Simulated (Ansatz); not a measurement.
A calculation with Ansatz (development build ahead of 0.2.0).

```yaml
crystal:
  periodic: [false, false, false]
  atoms:
    - { symbol: C, position_ang: [-0.02672, -0.42492, -0.09245] }
    - { symbol: O, position_ang: [-0.01462, -0.42676, 1.18499] }
    - { symbol: "N", position_ang: [0.04844, 0.668, -0.85783] }
    - { symbol: H, position_ang: [0.04993, -1.36023, -0.64199] }
    - { symbol: H, position_ang: [-0.02392, 0.57221, -1.89689] }
    - { symbol: H, position_ang: [-0.04206, 1.61317, -0.40962] }
basis:
  gaussian: { orbitals: cc-pVDZ }
hamiltonian:
  xc: hf
correlation:
  method: mp2
  frozen_orbitals: { C: 1, H: 0, "N": 1, O: 1 }
```

The input is written out in the form of the current development build from the run's settings.

Results

| Property | Result |
| --- | --- |
| Converged | yes |
| Reference energy | -168.93275 hartree |
| Correlation energy | -0.49017 hartree |
| Total energy | -169.42292 hartree |
| Spin squared of the determinant | 0.000 |
